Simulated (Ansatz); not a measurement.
Results of PBEsol in Ansatz (PAW) for hcp Mg.

Run with plane-wave cutoff 520 eV, 16×16×10 k mesh (along the axes of the cell as run), Fermi–Dirac smearing 0.1 eV, perturbation theory, force constants from a 4×4×2 q mesh, scalar-relativistic PAW data made under PBE.

Computed at the level's own relaxed cell.

Harmonic phonon frequencies (cm⁻¹; i marks an imaginary mode):

| q point | frequencies |
|---|---|
| Γ | 0 0 0 128 128 253 |
| A | 95 95 95 95 180 180 |

No imaginary mode appears at these points.

Ansatz is a program for electronic structure.
